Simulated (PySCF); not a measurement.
Gas-phase reaction: 6 SiH2Cl → Si2H6 + 2 SiH2 + 2 SiHCl3

Energies from PySCF, thermal terms from the rigid-rotor harmonic-oscillator model, ideal gas at 1 bar. † marks an energy on the PBE0/def2-TZVP geometry and frequencies; other levels use their own. 6-31G* has spherical d functions here. Open shells (unrestricted): SiH2Cl (multiplicity 2); the rest are closed-shell singlets. B3LYP is the form with VWN-RPA correlation. SiH2Cl: computed as isolated molecules; such fragments, hydroxides, amides, oligomers or adducts are transient or little studied in the gas. The harmonic model lacks anharmonicity and excited electronic states, which grow with temperature; levels with a mode under 35 cm⁻¹ are left out. Internal rotation in Si2H6 is treated as a harmonic vibration of one conformer, which makes the entropy rough.

```csv
level,"ΔE electronic, kJ","ΔH°(298 K), kJ","ΔS°(298 K), J/K","ΔG°(1200 K), kJ"
B3LYP/6-31G*,-471,-465,-257,-169
B3LYP/def2-TZVP†,-471,-467,-255,-173
HF/6-31G*,-309,-306,-261,-6
PBE/def2-SVP,-468,-463,-254,-171
PBE/def2-TZVP†,-454,-449,-255,-156
PBE0/def2-QZVP†,-452,-448,-255,-154
LDA/def2-TZVP†,-537,-533,-255,-239
ωB97M-V/def2-TZVP†,-570,-566,-255,-272
ωB97X-V/def2-TZVP†,-538,-534,-255,-240
```
ΔH° is lowest at ωB97M-V/def2-TZVP† and highest at HF/6-31G*. No reference value is set beside these.
